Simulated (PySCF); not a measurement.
Point-charge models of `[C-]#[N+]C(C)(C)C` against its computed dipole.

Coordinates (PBE0-D3(BJ)/def2-TZVP, Å) and charges (e) from the PBE0/pcSseg-2 density (PySCF):

```json
{"atom": "C1", "x": "0.659", "y": "-1.258", "z": "2.392", "Mulliken": "+0.0693", "IAO": "-0.1179", "Hirshfeld": "-0.1155", "ESP-fitted": "-0.5060"}
{"atom": "N2", "x": "0.382", "y": "-0.730", "z": "1.391", "Mulliken": "-0.4060", "IAO": "-0.1214", "Hirshfeld": "-0.0662", "ESP-fitted": "+0.3819"}
{"atom": "C3", "x": "0.043", "y": "-0.084", "z": "0.159", "Mulliken": "+0.1216", "IAO": "+0.1528", "Hirshfeld": "+0.0839", "ESP-fitted": "+0.4498"}
{"atom": "C4", "x": "-0.833", "y": "1.123", "z": "0.480", "Mulliken": "-0.0521", "IAO": "-0.4283", "Hirshfeld": "-0.1204", "ESP-fitted": "-0.6066"}
{"atom": "C5", "x": "1.337", "y": "0.352", "z": "-0.521", "Mulliken": "-0.0526", "IAO": "-0.4283", "Hirshfeld": "-0.1203", "ESP-fitted": "-0.6338"}
{"atom": "C6", "x": "-0.714", "y": "-1.085", "z": "-0.709", "Mulliken": "-0.0526", "IAO": "-0.4283", "Hirshfeld": "-0.1204", "ESP-fitted": "-0.6040"}
{"atom": "H7", "x": "-1.101", "y": "1.636", "z": "-0.446", "Mulliken": "+0.0324", "IAO": "+0.1475", "Hirshfeld": "+0.0509", "ESP-fitted": "+0.1797"}
{"atom": "H8", "x": "-1.748", "y": "0.812", "z": "0.985", "Mulliken": "+0.0458", "IAO": "+0.1548", "Hirshfeld": "+0.0510", "ESP-fitted": "+0.1590"}
{"atom": "H9", "x": "-0.301", "y": "1.824", "z": "1.124", "Mulliken": "+0.0457", "IAO": "+0.1548", "Hirshfeld": "+0.0510", "ESP-fitted": "+0.1608"}
{"atom": "H10", "x": "1.105", "y": "0.845", "z": "-1.466", "Mulliken": "+0.0326", "IAO": "+0.1476", "Hirshfeld": "+0.0509", "ESP-fitted": "+0.1862"}
{"atom": "H11", "x": "1.888", "y": "1.048", "z": "0.112", "Mulliken": "+0.0458", "IAO": "+0.1548", "Hirshfeld": "+0.0511", "ESP-fitted": "+0.1670"}
{"atom": "H12", "x": "1.973", "y": "-0.511", "z": "-0.724", "Mulliken": "+0.0458", "IAO": "+0.1548", "Hirshfeld": "+0.0510", "ESP-fitted": "+0.1680"}
{"atom": "H13", "x": "-0.985", "y": "-0.616", "z": "-1.657", "Mulliken": "+0.0326", "IAO": "+0.1475", "Hirshfeld": "+0.0509", "ESP-fitted": "+0.1782"}
{"atom": "H14", "x": "-0.095", "y": "-1.959", "z": "-0.917", "Mulliken": "+0.0458", "IAO": "+0.1548", "Hirshfeld": "+0.0510", "ESP-fitted": "+0.1592"}
{"atom": "H15", "x": "-1.625", "y": "-1.416", "z": "-0.209", "Mulliken": "+0.0459", "IAO": "+0.1548", "Hirshfeld": "+0.0511", "ESP-fitted": "+0.1607"}
```

Q: Compute μ = Σ q r for each scheme (1 e·Å = 4.803 D) and compare with the dipole of the full density.

A: The full density gives (-0.97, 1.84, -3.51) D, 4.08 D in size; dipole vectors point from the negative to the positive end.

```tsv
scheme	μx	μy	μz	size (D)	share of the full size (%)	angle to the full dipole (°)
Mulliken	-0.58	1.10	-2.11	2.45	60	0
IAO	-0.76	1.45	-2.76	3.21	79	0
Hirshfeld	-0.56	1.08	-2.05	2.39	58	0
ESP-fitted	-0.97	1.85	-3.52	4.10	100	0
```

Q: Which set comes closest?

A: Length of the difference vector: ESP-fitted 0.02 D, IAO 0.87 D, Mulliken 1.63 D, Hirshfeld 1.69 D. Closest: ESP-fitted. ESP charges are fitted to the potential around the molecule, whose slowest-falling term is the dipole's. The schemes that divide the density aren't constrained to reproduce the dipole.

Q: What is left for the Hirshfeld atoms' own dipoles?

A: The shares of the density sum to the whole, so what Σ q r misses lies in dipoles about the nuclei. The atomic dipoles sum to (-0.97, 1.84, -3.51) − (-0.56, 1.08, -2.05) = (-0.41, 0.76, -1.46) D, 1.69 D in size.

Q: With the origin at the mean of the coordinates, (-0.001, -0.001, 0.000) Å, which are the largest single terms, by size, of the Mulliken dipole along the direction of the full one?

A: N2 +3.15, C1 -0.93, H10 +0.22, H13 +0.22, H7 +0.22 D; all 15 atoms together +2.45 D. The single terms depend on the origin, their sum doesn't.

Q: Give the size of the full dipole in other units.

A: 4.08 D = 1.606 au = 0.850 e·Å = 13.61 × 10⁻³⁰ C·m.

Geometry: PBE0-D3(BJ)/def2-TZVP; no solvent, vibrations or thermal averaging.

The run behind these numbers computed NMR shieldings as well. On 2 threads, Intel Xeon at 2.50 GHz (x86_64), shared host, this took 1.7 min wall, 3.4 min CPU (grids of density and orbitals included) and 2.5 GiB of memory at its peak.
